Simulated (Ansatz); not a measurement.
GaH3, triplet in cc-pVDZ: errors against full CI

Geometry: a point of a breathe scan, not a stationary point.

```
atom    x (Å)    y (Å)    z (Å)
  Ga   0.0000   0.0309  -0.0510
   H   0.0000  -1.6490  -0.6043
   H   0.4524  -0.2457   2.0659
   H  -0.4524  -0.2457   2.0659
```

Basis cc-pVDZ; Ansatz 0.2.0. Correlated methods freeze the noble-gas cores and the filled d shells of p-block atoms, which leaves 6 electrons in 28 orbitals. R marks a restricted (for open shells ROHF) determinant, U an unrestricted one. Active spaces: pair = (4e, 4o) about the gap; valence = (6e, 7o) chosen from the atoms' valence shells. No spin–orbit coupling is included, and no scalar relativity.

Full CI is exact within this basis and frozen core; it isn't the basis-set limit. The frozen core follows each run's orbitals, which can shift R against U totals by a few meV for light atoms and by up to 0.1 eV past Ca.

For open shells CISD is restricted-active-space CI with the open shells as a complete middle space.

* UHF ⟨S²⟩: 2.022
* T1 diagnostic (RCCSD): 0.0358
* largest doubles amplitude (RCCSD): 0.079

| level | E − E(full CI) (kJ/mol) | share of correlation (%) | wall time |
| --- | --- | --- | --- |
| RHF | 256.5 | 0.00 | – |
| RMP2 | 72.6 | 71.71 | – |
| CISD | 14.6 | 94.31 | 0.54 s |
| RCCSD | 6.4 | 97.51 | – |
| RCCSD(T) | 1.7 | 99.32 | 0.84 s |
| BCCD(T) | 1.7 | 99.34 | 0.99 s |
| RCCSDT | 0.0 | 100.00 | – |
| RCCSDT(Q) | -0.1 | 100.03 | 3.4 s |
| CASSCF (valence space) | 126.6 | 50.64 | – |
| NEVPT2 (valence space) | 44.5 | 82.66 | 1.7 s |
| MRCISD (valence space) | 6.5 | 97.47 | – |
| MRCISD+Q (valence space) | 2.4 | 99.06 | 2.1 s |

The correlation energy at full CI, counted from RHF, is -2.658 eV. That run took 22 s on 1 thread of Arm Neoverse V2, shared host over 5,365,800 determinants.

Run but not shown, since their state or frozen core can't be matched to the reference's or they repeat it: UHF, UMP2, UCCSD, UCCSD(T), UCCSDT, UCCSDT(Q), CASSCF (pair space), NEVPT2 (pair space), MRCISD (pair space), MRCISD+Q (pair space).

Times hold each run's SCF and search for its determinant on a shared host, so for small cases they say little of a method's own cost; they ran on 1 thread of Arm Neoverse V2.

The full-CI state has the irrep A'' of Cs, in the program's axes.

Natural occupations of full CI about the gap: 1.953 1.928 0.993 0.984 0.036 0.033 0.022 0.007 0.007 0.006; effectively unpaired electrons, Σ n²(2−n)², 2.04.
